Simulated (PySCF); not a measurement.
Work out the structure from these simulated measurements.

Elements present: H, N and O. Monoisotopic mass: 45.0083 u (electron mass counted); charge +1.

- Triplet: lowest triplet excitation (Tamm–Dancoff): 6.71 eV [TDA B3LYP/def2-SVPD]
- UV, strongest line: among the 8 lowest singlet transitions: S8 at 11.75 eV (106 nm, f = 0.270) [TDDFT B3LYP/def2-SVPD]
- XPS: N1s 418.2, N1s 421.2, O1s 551.9 eV [ΔSCF SCAN, pcX-2 on the ionised atom, pcseg-1 elsewhere, spin-free X2C]
- Polarisability: 15.9 au [B3LYP/def2-SVPD]
- UV, first state: lowest singlet excitation: 7.38 eV (168 nm, f = 0.000) [TDDFT B3LYP/def2-SVPD]
- Rotational structure: rotational constants A, B, C: 822.930, 11.938, 11.767 GHz [GFN2-xTB]

The electronic properties come from PySCF, for the isolated species, density fitting. Levels stand in brackets. Isolated species at its GFN2-xTB geometry, gas phase.

Question: Which formula fits the mass and the elements?

Answer: HN2O (calculated 45.0083). No other formula that holds each of these elements comes within 0.0003 u with a fitting electron parity and a possible valence count.

Question: What is the compound? Reason from the data.

Answer: Numbering: `[N:1]#[N+:2][OH:3]`. The core levels belong to: N1s 418.2 eV, nitrogen bonded to N [N1]; N1s 421.2 eV, nitrogen bonded to N and O [N2]; O1s 551.9 eV, hydroxyl oxygen [O3]. The hole state at 418.2 eV has ⟨S²⟩ = 0.83 against 0.75, so that value is less sure. S1 is mainly HOMO→LUMO (weight 0.98); the largest Löwdin shares of the orbital it empties are 0.50 on the hydroxyl oxygen, 0.28 on the nitrogen bonded to N and 0.20 on the nitrogen bonded to N and O, of the orbital it fills 0.50 on the nitrogen bonded to N, 0.33 on the nitrogen bonded to N and O, 0.12 on the hydroxyl oxygen and 0.05 on the hydroxyl hydrogen. The optimised geometry has point group Cs and is an asymmetric top. Structure: protonated nitrous oxide, `N#[N+]O`. The assignments are read from this structure; whether some other isomer fits the data as well wasn't checked.
